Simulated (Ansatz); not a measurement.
# Si2H3F: one structure at several levels

The atoms stand at a structure displaced at random from a GFN2-xTB minimum. How far do the functionals agree with CCSD(T) there?

The runs use Ansatz 0.2.0, Gaussian basis; single points in def2-TZVPP.

Correlated methods freeze the cores.

### Step 1. Starting geometry

SMILES `F[SiH]=[SiH2]`, 6 atoms, charge 0, spin multiplicity 1.

Atoms are counted from 1 here; the program's logs count them from 0.

Bond lengths: F1–Si2 1.636 Å, Si2–Si3 2.332 Å, Si2–H4 1.317 Å, Si3–H5 1.556 Å, Si3–H6 1.291 Å. Angles: F1–Si2–Si3 109.5°, F1–Si2–H4 99.6°, Si3–Si2–H4 129.1°, Si2–Si3–H5 112.4°, Si2–Si3–H6 119.9°, H5–Si3–H6 103.2°.

Coordinates:

```mol
FH3Si2
  3D, bonds by distance, orders not assigned

  6  5  0  0  0  0  0  0  0  0999 V2000
   -1.5627   -1.4706    0.7620 F   0  0
   -0.0979   -1.1502    0.1067 Si  0  0
    0.1666    1.1558   -0.1192 Si  0  0
   -0.0620   -2.0849   -0.8210 H   0  0
    1.5673    1.5393   -0.6790 H   0  0
    0.0412    1.9222    0.9126 H   0  0
  1  2  8  0
  2  3  8  0
  2  4  8  0
  3  5  8  0
  3  6  8  0
M  END
```

### Step 2. CCSD(T)/def2-TZVPP

run/in.yaml

```yaml
crystal:
  periodic: [false, false, false]
  atoms:
    - {symbol: F, position_ang: [-1.562700, -1.470600, 0.762000]}
    - {symbol: Si, position_ang: [-0.097900, -1.150200, 0.106700]}
    - {symbol: Si, position_ang: [0.166600, 1.155800, -0.119200]}
    - {symbol: H, position_ang: [-0.062000, -2.084900, -0.821000]}
    - {symbol: H, position_ang: [1.567300, 1.539300, -0.679000]}
    - {symbol: H, position_ang: [0.041200, 1.922200, 0.912600]}
basis:
  gaussian: {orbitals: def2-TZVPP}
correlation: {method: ccsd_t}
output: {forces: true}
```

The command line of these runs was not kept.

### Step 3. PBE0-D4/def2-TZVPP

Edit run/in.yaml of step 2 so:

```diff
@@ -11,3 +11,3 @@
   gaussian: {orbitals: def2-TZVPP}
-correlation: {method: ccsd_t}
-output: {forces: true}
+hamiltonian: {xc: pbe0, dispersion: d4}
+output: {forces: true, orbitals: {seedname: orbitals}}
```

### Step 4. wB97M-V/def2-TZVPP

Edit run/in.yaml of step 3 so:

```diff
@@ -11,3 +11,3 @@
   gaussian: {orbitals: def2-TZVPP}
-hamiltonian: {xc: pbe0, dispersion: d4}
-output: {forces: true, orbitals: {seedname: orbitals}}
+hamiltonian: {xc: {name: wB97M-V}}
+output: {forces: true}
```

### Step 5. r2SCAN-D4/def2-TZVPP

Edit run/in.yaml of step 4 so:

```diff
@@ -11,3 +11,3 @@
   gaussian: {orbitals: def2-TZVPP}
-hamiltonian: {xc: {name: wB97M-V}}
+hamiltonian: {xc: r2scan, dispersion: d4}
 output: {forces: true}
```

### Step 6. PBE-D4/def2-TZVPP

Edit run/in.yaml of step 5 so:

```diff
@@ -11,3 +11,3 @@
   gaussian: {orbitals: def2-TZVPP}
-hamiltonian: {xc: r2scan, dispersion: d4}
+hamiltonian: {xc: pbe, dispersion: d4}
 output: {forces: true}
```

### Step 7. r2SCANh-D4/def2-TZVPP

Edit run/in.yaml of step 6 so:

```diff
@@ -11,3 +11,3 @@
   gaussian: {orbitals: def2-TZVPP}
-hamiltonian: {xc: pbe, dispersion: d4}
+hamiltonian: {xc: {name: r2SCANh}, dispersion: d4}
 output: {forces: true}
```

### Step 8. CAM-B3LYP-D4/def2-TZVPP

Edit run/in.yaml of step 7 so:

```diff
@@ -11,3 +11,3 @@
   gaussian: {orbitals: def2-TZVPP}
-hamiltonian: {xc: {name: r2SCANh}, dispersion: d4}
+hamiltonian: {xc: {name: CAM-B3LYP}, dispersion: d4}
 output: {forces: true}
```

(Steps that only read results are left out.)

Before running it: what results should come out? Wanted: energy less free atoms, CCSD(T)/def2-TZVPP; RMS force component; RMS force error; HOMO and LUMO, PBE0-D4; T1 diagnostic.

As calculated:

| quantity | value |
| --- | --- |
| energy less free atoms, CCSD(T)/def2-TZVPP | -16.876 eV |
| RMS force component | 2.583 to 2.660 eV/Å over the methods |
| RMS force error | PBE0-D4 0.130, wB97M-V 0.131, r2SCAN-D4 0.103, PBE-D4 0.236, r2SCANh-D4 0.118, CAM-B3LYP-D4 0.112 eV/Å |
| HOMO and LUMO, PBE0-D4 | -6.23 and -2.77 eV |
| T1 diagnostic | 0.020 |

**Reading.** Against CCSD(T) the functionals' energies less atoms differ by -0.535 to -0.118 eV, PBE-D4 by -0.535 eV. A larger basis would deepen the CCSD(T) value, while the functionals are nearly converged already, so the order here is not reliable. For forces r2SCAN-D4 does best and PBE-D4 worst. Frozen-core CCSD(T) forces in triple zeta carry basis errors of their own, and this is one geometry, so small gaps rank nothing. The restricted Hartree–Fock reference is unstable towards an unrestricted one at one or more of these structures.
